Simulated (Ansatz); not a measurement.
# H2ClF: Born-Oppenheimer dynamics

Aim: follow the atoms for 40 steps of 0.5 fs with a Langevin thermostat, with velocities drawn for 300 K.

The runs use Ansatz 0.2.0, Gaussian basis; BLYP-D4/def2-SVP.

### 1 Starting geometry

The start, a pair relaxed at PBE0-D4: SMILES `F.Cl`, 4 atoms, charge 0, spin multiplicity 1.

Atoms are counted from 1 here; the program's logs count them from 0.

Bond lengths: F1–H2 0.922 Å, Cl3–H4 1.286 Å.

Coordinates:

```mol
ClFH2
  3D, bonds by distance, orders not assigned

  4  2  0  0  0  0  0  0  0  0999 V2000
    0.4832    0.0914   -1.1432 F   0  0
   -0.2612    0.1216   -1.6870 H   0  0
   -0.3650   -0.1536    2.0037 Cl  0  0
    0.1429   -0.0594    0.8265 H   0  0
  1  2  8  0
  3  4  8  0
M  END
```

### 2 The run

File md/in.yaml:

```yaml
crystal:
  periodic: [false, false, false]
  atoms:
    - {symbol: F, position_ang: [0.483170, 0.091358, -1.143179]}
    - {symbol: H, position_ang: [-0.261224, 0.121597, -1.687007]}
    - {symbol: Cl, position_ang: [-0.364986, -0.153649, 2.003735]}
    - {symbol: H, position_ang: [0.142940, -0.059405, 0.826451]}
basis:
  gaussian: {orbitals: def2-SVP}
hamiltonian: {xc: {name: BLYP}, dispersion: d4}
md: {n_steps: 40, timestep: 0.5, temperature: 300, ensemble: nvt_langevin, seed: 739, friction: 0.01, initial_velocities: maxwell_boltzmann}
```

On the command line:

```
$ ansatz run in.yaml --threads 2 --pin off --events-out ev --progress --plain --max-ram 5222MiB
```

Q: Predict the outcome of this session. Wanted: temperature at the start; mean temperature, second half; lowest and highest potential energy, from the first frame; largest change of potential + kinetic.

The runs gave:

| quantity | value |
| --- | --- |
| length | 40 steps, 20.0 fs |
| temperature at the start | 225 K |
| mean temperature, second half | 274 K |
| lowest and highest potential energy, from the first frame | -13 and 18 meV |
| largest change of potential + kinetic | 70.2 meV |

**Reading.** The thermostat trades energy with the molecule, so the sum of potential and kinetic energy isn't conserved: it changes by -7 meV over the run. With 4 atoms the instant temperature spans 177 to 378 K. The molecule keeps its bonds. Under Langevin the temperature counts 3N degrees of freedom, more than the drawn velocities fill, so it starts at 225 K, not 300 K.
